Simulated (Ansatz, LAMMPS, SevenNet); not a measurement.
## Lattice parameter a of hcp Sc: levels of theory against measurement

Reference value: 3.309 Å (measured, 293 K, not corrected to a static lattice; as tabulated in Wikipedia's data pages).

```tsv
level (code)	value (Å)	difference (%)
Lennard-Jones uff-vdw (LAMMPS)	3.202	-3.23
SevenNet-l3i5	3.315	+0.18
LDA (Ansatz)	3.230	-2.39
PBE (Ansatz)	3.320	+0.33
PBE-D3(BJ) (Ansatz)	3.269	-1.21
rVV10 (Ansatz)	3.305	-0.12
r²SCAN+rVV10 (Ansatz)	3.319	+0.30
r²SCAN0 (Ansatz)	3.356	+1.42
Hartree–Fock (Ansatz)	3.488	+5.41
```

Leaving aside Lennard-Jones uff-vdw (doubt noted below): The reference is not for a static lattice or low temperature, so close values are not ranked against it. Off by more than 1.25 %, or 1.75 % on the side where a correction would as a rule narrow the miss (bounds picked here): Hartree–Fock (+5.41 %), LDA (-2.39 %), r²SCAN0 (+1.42 %).

The reference isn't brought to a static lattice, while the calculations are for one, so the differences are not the levels' errors alone. The crystal itself was run without spin with LDA, PBE, PBE-D3(BJ), rVV10, r²SCAN+rVV10, r²SCAN0, Hartree–Fock; a magnetic state was not tried in these runs. Lennard-Jones uff-vdw: this is a force field's van der Waals term alone, without bonds or charges. Cutoffs and k meshes differ between the levels. Ansatz's density-functional and Hartree–Fock values are scalar-relativistic unless marked +SOC, with PAW data made under PBE.

Machine-learned potentials (SevenNet-l3i5) are trained on DFT data: a solid inside that data is no test of them.

Differences are worked out from the printed values.

Ansatz is an electronic-structure program.
